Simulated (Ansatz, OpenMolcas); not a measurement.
BH2O (SMILES [BH]O): methods side by side

BH2O has 4 atoms, charge 0, and is taken as a doublet. SMILES: `[BH]O`. The coordinates come from a PBE0-D4/def2-TZVP relaxation.

Quantity: the vertical energy of the quartet above the doublet, in eV. The values are calculated.

| level | kind | program | value (eV) | less CCSD(T)/cc-pVTZ |
| --- | --- | --- | --- | --- |
| USVWN5/cc-pVTZ | LDA | Ansatz | 7.36 | -0.57 |
| UPBE/cc-pVTZ | GGA | Ansatz | 7.32 | -0.61 |
| UB3LYP/cc-pVTZ | global hybrid | OpenMolcas | 7.68 | -0.25 |
| UM06-2X/cc-pVTZ | hybrid meta-GGA | OpenMolcas | 8.03 | +0.10 |
| UHSE06/cc-pVTZ | range-separated hybrid | Ansatz | 7.54 | -0.39 |
| UPBE-QIDH/cc-pVTZ | double hybrid | Ansatz | 7.83 | -0.10 |
| UMP2/cc-pVTZ | perturbation theory | Ansatz | 8.18 | +0.25 |
| CASSCF(11,10)/cc-pVTZ | multireference | OpenMolcas | 8.20 | +0.27 |
| UCCSD(T)/cc-pVTZ | coupled cluster or CI | Ansatz | 7.93 | 0.00 |
| FCI/STO-3G | exact in the basis | Ansatz | 7.84 | -0.09 |

UCCSD(T)/cc-pVTZ is the highest level here, not the true value. The values span 7.32 to 8.20 eV. High-level rows in very small sets aren't better than simpler rows in larger ones.
